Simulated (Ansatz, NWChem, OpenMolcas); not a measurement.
## SO2F2 (sulfuryl fluoride): the dipole moment, rung by rung

The species is SO2F2 (5 atoms), meant as a singlet with charge 0. As SMILES, `O=S(=O)(F)F`. The shape is that of a PBE0-D4/def2-TZVP optimisation.

Quantity: the dipole moment, in D. The values are calculated.

**What was measured.** NIST CCCBDB gives the dipole moment of the gas as 1.12 D.

| level | kind | program | value (D) | computed − measured |
| --- | --- | --- | --- | --- |
| HF/6-311+G** | Hartree–Fock | OpenMolcas | 1.09 | -0.03 |
| SVWN5/6-311+G** | LDA | OpenMolcas | 0.90 | -0.22 |
| M06-L/6-311+G** | meta-GGA | OpenMolcas | 0.87 | -0.25 |
| TPSS/6-311+G** | meta-GGA | OpenMolcas | 0.91 | -0.21 |
| r2SCAN/6-311+G** | meta-GGA | OpenMolcas | 0.94 | -0.18 |
| BHLYP/6-311+G** | global hybrid | NWChem | 0.98 | -0.14 |
| PBE0/6-311+G** | global hybrid | OpenMolcas | 0.94 | -0.18 |
| MP2/6-311+G** | perturbation theory | Ansatz | 0.86 | -0.26 |

Nearest: HF/6-311+G** (-0.03 D); farthest: MP2/6-311+G** (-0.26 D). The measured dipole is a vibrational average, so differences of a few hundredths of a debye mean little. Computed less measured by kind, in D (of the ab initio rows, those in 6-311+G**): Hartree–Fock -0.03; LDA -0.22; meta-GGA -0.25 to -0.18; global hybrid -0.18 to -0.14; perturbation theory -0.26. Magnitudes only.
